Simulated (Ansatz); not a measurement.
## SiHCl2 (SMILES Cl[SiH]Cl): where methods fail along a bond

The species is SiHCl2 (4 atoms), meant as a doublet with charge 0. SMILES: `Cl[SiH]Cl`. Geometry: relaxed at PBE0-D4/def2-TZVP.

```xyz
4

Cl   -1.6466    0.1778    0.8894
Si    0.1876   -0.4142    0.2000
Cl    0.2509   -0.2813   -1.8417
H     1.2082    0.5177    0.7524
```

The Si2–Cl3 distance is scanned; the parts on either side stay rigid. Basis STO-3G, 15 core orbitals frozen in the correlated methods; program Ansatz 0.2.0. FCI is exact within this basis and core. Energies in eV from each method's value at 2.047 Å; open shells run as named. The shape above is that at 2.047 Å.

| distance (Å) | USVWN5 | U-r2SCAN | UPBE0 | UBHLYP | UCAM-B3LYP | UCCSDT | FCI |
| --- | --- | --- | --- | --- | --- | --- | --- |
| 2.047 | 0.00 | 0.00 | 0.00 | 0.00 | 0.00 | 0.00 | 0.00 |
| 2.559 | 1.12 | 1.05 | 1.17 | 1.25 | 1.20 | 1.15 | 1.16 |
| 3.070 | 2.75 | 2.65 | 2.80 | 2.81 | 2.81 | 2.76 | 2.76 |
| 4.094 | 3.93 | 3.66 | 3.73 | 3.56 | 3.67 | 3.10 | 3.10 |
| 5.117 | 4.07 | 3.78 | 3.84 | 3.58 | 3.71 | 3.11 | 3.11 |

Departure from the FCI curve at its largest: USVWN5 +0.97 eV at 5.12 Å; U-r2SCAN +0.67 eV at 5.12 Å; UPBE0 +0.73 eV at 5.12 Å; UBHLYP +0.47 eV at 5.12 Å; UCAM-B3LYP +0.60 eV at 5.12 Å; UCCSDT within 0.005 eV. For the functionals part of the departure is owed to the small basis.
